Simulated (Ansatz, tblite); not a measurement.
# The cluster Bi3+: rung by rung

Aim: run the singlet of the cluster Bi3+ at one geometry on many levels, and compare frontier levels, spin and run time.

Method: as each input shows; program: Ansatz 0.2.0, Gaussian basis.

The runs, in order: GFN1-xTB, GFN2-xTB, PBE-D4/def2-TZVP, r2SCAN-D4/def2-TZVP, BHLYP-D4/def2-TZVP, PBE-QIDH/def2-TZVP, HSE06-D4/def2-TZVP, HF/def2-TZVP, B2PLYP/def2-TZVP, LDA/def2-TZVP, r2SCANh-D4/def2-TZVP, B3LYP-D4/def2-TZVP, revPBE-D4/def2-TZVP, B97M-V/def2-TZVP, LC-ωPBE/def2-TZVP, CAM-B3LYP-D4/def2-TZVP, PBE+5HF/def2-TZVP, PBE+10HF/def2-TZVP, PBE+15HF/def2-TZVP, PBE+35HF/def2-TZVP, PBE+50HF/def2-TZVP, PBE-D4/def2-SVP, PBE0-D4/def2-SVP, CCSD(T)/def2-TZVPP, MP2/def2-TZVP, RPA/def2-TZVP, MP2/def2-QZVPP.

1 further run of the same task is left out (set aside as unsound or not needed).

## 1. The relaxed structure

The singlet was relaxed beforehand with B3LYP-D4/def2-SVP. At that level it is the lowest of the isomers that a small search found.

3 atoms, charge 1, spin multiplicity 1.

Bond lengths: Bi1–Bi2 2.919 Å, Bi1–Bi3 2.919 Å, Bi2–Bi3 2.919 Å. Angles: Bi2–Bi1–Bi3 60.0°, Bi1–Bi2–Bi3 60.0°, Bi1–Bi3–Bi2 60.0°.

Bi takes a core potential in the def2 sets. No spin-orbit coupling is included. The ion is computed in the gas phase, without counter-ions or solvent.

PBE0-D4/def2-TZVP was run before; its log isn't repeated, and its numbers join the tables.

## 2. GFN1-xTB

Tight binding, by tblite at 300 K electronic temperature and without a spin-polarisation term:

```python
tblite.interface.Calculator('GFN1-xTB', numbers, positions, charge=1, uhf=0).singlepoint()
```

Energy -169.9850 eV, HOMO -13.16 eV, LUMO -11.43 eV; 0.001 s.

## 3. GFN2-xTB

Tight binding, by tblite at 300 K electronic temperature and without a spin-polarisation term:

```python
tblite.interface.Calculator('GFN2-xTB', numbers, positions, charge=1, uhf=0).singlepoint()
```

Energy -183.1906 eV, HOMO -13.56 eV, LUMO -13.22 eV; 0.001 s.

## 4. PBE-D4/def2-TZVP

start.molden holds the orbitals of an earlier run on this state, given as this run's starting guess.

in.yaml reads:

```yaml
crystal:
  periodic: [false, false, false]
  atoms:
    - {symbol: Bi, position_ang: [-1.087064, -0.215363, 1.269811]}
    - {symbol: Bi, position_ang: [1.562452, -0.621543, 0.113724]}
    - {symbol: Bi, position_ang: [-0.475388, 0.836907, -1.383534]}
basis:
  gaussian: {orbitals: def2-TZVP, initial_orbitals: start.molden}
total_charge: 1
hamiltonian: {xc: pbe, dispersion: d4}
scf: {omitted_lower_state_checks: [starts]}
output: {forces: true, orbitals: {seedname: orbitals}}
```

Command:

```sh
ansatz run in.yaml --threads 2 --pin off --events-out ev --progress --plain --max-ram 4352MiB
```

The runs that follow: r2SCAN-D4/def2-TZVP; BHLYP-D4/def2-TZVP; PBE-QIDH/def2-TZVP; HSE06-D4/def2-TZVP; HF/def2-TZVP; B2PLYP/def2-TZVP; LDA/def2-TZVP; r2SCANh-D4/def2-TZVP; B3LYP-D4/def2-TZVP; revPBE-D4/def2-TZVP; B97M-V/def2-TZVP; LC-ωPBE/def2-TZVP; CAM-B3LYP-D4/def2-TZVP; PBE+5HF/def2-TZVP; PBE+10HF/def2-TZVP; PBE+15HF/def2-TZVP; PBE+35HF/def2-TZVP; PBE+50HF/def2-TZVP; PBE-D4/def2-SVP; PBE0-D4/def2-SVP; CCSD(T)/def2-TZVPP; MP2/def2-TZVP; RPA/def2-TZVP; MP2/def2-QZVPP.

Before running them: what should the planned runs give, taken together? Wanted: gap in def2-TZVP, named functionals and Hartree-Fock, smallest and largest; gap over the share of exact exchange; correlation energy, CCSD(T)/def2-TZVPP; correlation energy, MP2/def2-TZVP; correlation energy, MP2/def2-QZVPP; PBE0 total energy, smallest basis above largest.

The runs gave:

| quantity | value |
| --- | --- |
| gap in def2-TZVP, named functionals and Hartree-Fock, smallest and largest | 1.74 eV (LDA), 7.30 eV (HF) |
| gap over the share of exact exchange | 1.80 eV at 0, 4.77 eV at 0.5 |
| correlation energy, CCSD(T)/def2-TZVPP | -32.61 eV |
| correlation energy, MP2/def2-TZVP | -34.77 eV |
| correlation energy, MP2/def2-QZVPP | -44.61 eV |
| PBE0 total energy, smallest basis above largest | 0.55 eV (def2-SVP, def2-TZVP) |

**Reading.** Over the named functionals and Hartree-Fock in def2-TZVP the gap runs from 1.74 eV (LDA) to 7.30 eV (HF); exact exchange widens it. Raising the share of exact exchange from 0 to 0.5 moves the HOMO by -1.68 eV and the LUMO by +1.29 eV.
